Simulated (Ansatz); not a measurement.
Worked example: correlation energy of H₂Si–BH₂, doublet

Geometry: displaced at random from a stationary point.

```yaml
atoms:
  - { symbol: Si, position_ang: [0.0035, 0.0040, 0.5697] }
  - { symbol: B, position_ang: [0.0027, -0.0122, -1.3638] }
  - { symbol: H, position_ang: [0.0506, 1.2659, 1.3629] }
  - { symbol: H, position_ang: [-0.0521, -1.2344, 1.3927] }
  - { symbol: H, position_ang: [-0.0945, 1.0375, -2.0202] }
  - { symbol: H, position_ang: [-0.0308, -1.0495, -1.9830] }
```

Basis cc-pVDZ; Ansatz 0.2.0. Only valence electrons are correlated (noble-gas cores frozen), which leaves 11 electrons in 46 orbitals. R marks a restricted (for open shells ROHF) determinant, U an unrestricted one.

Full CI isn't at hand for all of this; UCCSDT(Q) serves as the reference, and is uncertain by about the last step of the cluster series.

Runs differ by some tens of microhartree through their thresholds and, for an open shell, their frozen cores, so steps under 0.03 kcal/mol mean nothing.

```csv
level,total energy (hartree)
UHF,-315.874663
UMP2,-316.048877
UCCSD,-316.089904
UCCSD(T),-316.095353
UCCSDT,-316.096507
UCCSDT(Q),-316.096734
```

Problem. What is the correlation energy at UCCSDT(Q), and what share of it do UMP2 and UCCSD recover?

Solution. E(corr) = -316.096734 − (-315.874663) = -0.222071 hartree = -6.043 eV. UMP2: -0.174214 / -0.222071 = 78.45 %. UCCSD: -0.215241 / -0.222071 = 96.92 %.

Problem. By how many kcal/mol does UCCSD(T) miss UCCSDT(Q) (1 hartree = 627.509 kcal/mol), and which steps make up the rest?

Solution. -316.095353 − (-316.096734) = 0.001381 hartree = 0.87 kcal/mol. Steps: UCCSDT − UCCSD(T) = -0.72, UCCSDT(Q) − UCCSDT = -0.14 kcal/mol. Differences between like states or geometries often cancel part of this.
